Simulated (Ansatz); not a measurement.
# SSi: the cost of one run

Method: def2-QZVPP, all electrons in the functionals, frozen cores in the correlation of double hybrids and RPA; program: Ansatz 0.2.0, Gaussian basis.

To be run: PBE, BLYP, r2SCAN, B97M-V, PBE0, B3LYP, wB97M-V, B2PLYP, at charge 1, doublet; charge 1, quartet.

**1. What is computed**

The geometry is a PBE0/def2-TZVP stationary point (not a proven minimum).

2 atoms, charge 1, spin multiplicity 2.

Atoms are counted from 1 here; the program's logs count them from 0.

Bond lengths: Si1–S2 2.071 Å.

No dispersion term is added; B97M-V, wB97M-V hold VV10 nonlocal correlation. B3LYP takes the VWN-RPA correlation.

The geometry shown and the zero of energy belong to the point charge 1, doublet. The yardstick, UCCSD(T), and other wave-function levels (R restricted, U unrestricted, valence and pair active spaces) come from earlier runs.

**2. PBE, charge 1, doublet**

in.yaml reads:

```yaml
crystal:
  periodic: [false, false, false]
  atoms:
    - {symbol: Si, position_ang: [0.000000, 0.000000, 0.000000]}
    - {symbol: S, position_ang: [0.000000, 0.000000, 2.071200]}
basis:
  gaussian: {orbitals: "def2-QZVPP.json"}
total_charge: 1
magnetization: {spin_polarized: true, initial_magnetization: 1}
hamiltonian: {xc: {name: PBE}}
output: {orbitals: {seedname: orbitals}}
```

Launch:

```
ansatz run in.yaml --threads 1 --pin off --events-out ev --progress --plain --max-ram 2393MiB
```

What time and memory should one allow on 1 thread of AMD EPYC 7R43, shared host?

About 15 s, with a peak of 0.27 GiB.
